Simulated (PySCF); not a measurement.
## Magnetic susceptibility: SMILES p12p3p1p23, P4

Geometry:
```
atom   x (Å)   y (Å)   z (Å)
  P1   1.208  -0.276  -0.494
  P2  -0.419   1.206  -0.502
  P3  -0.888  -0.944  -0.437
  P4   0.001   0.042   1.318
```

Method used: GIAO B3LYP/6-31G* magnetisability, rotational g tensor and spin-rotation constants, non-relativistic, gas phase in PySCF. Geometry: PBE0-D3(BJ)/def2-SVP.

**Question.** How diamagnetic is it, and how anisotropic?

**Answer.** Isotropic -1908 × 10⁻³⁰ J/T², or -114.9 × 10⁻⁶ cm³/mol; principal values -1908, -1908, -1908 × 10⁻³⁰ J/T², anisotropy 0 × 10⁻³⁰ J/T² (root of half the summed squared differences of the principal values). The susceptibility is in cgs units.

**Question.** Split it along the inertial axes a, b, c into diamagnetic and paramagnetic parts about the centre of mass, with the quadrupole moment.

**Answer.** 
| axis | χ (10⁻⁶ cm³/mol) | diamagnetic (10⁻⁶ cm³/mol) | paramagnetic (10⁻⁶ cm³/mol) | summed x² of all electrons (Å²) | quadrupole Θ (D Å) |
| --- | --- | --- | --- | --- | --- |
| a | -114.9 | -399.3 | 284.4 | 47.1 | 0.00 |
| b | -114.9 | -399.3 | 284.4 | 47.1 | 0.00 |
| c | -114.9 | -399.3 | 284.4 | 47.1 | 0.00 |

Anisotropies 2χaa − χbb − χcc = 0.0 and 2χbb − χaa − χcc = 0.0 × 10⁻⁶ cm³/mol. Θ is traceless in Buckingham's convention.

**Question.** And the rotational g tensor?

**Answer.** 
```
axis  rotational constant (GHz)        g  nuclear part  electronic part
   a                     3.3710  +0.0376        0.4880          -0.4504
   b                     3.3693  +0.0376        0.4877          -0.4502
   c                     3.3691  +0.0376        0.4877          -0.4501
```
Spherical top; isotopes 31P; no vibrational averaging.
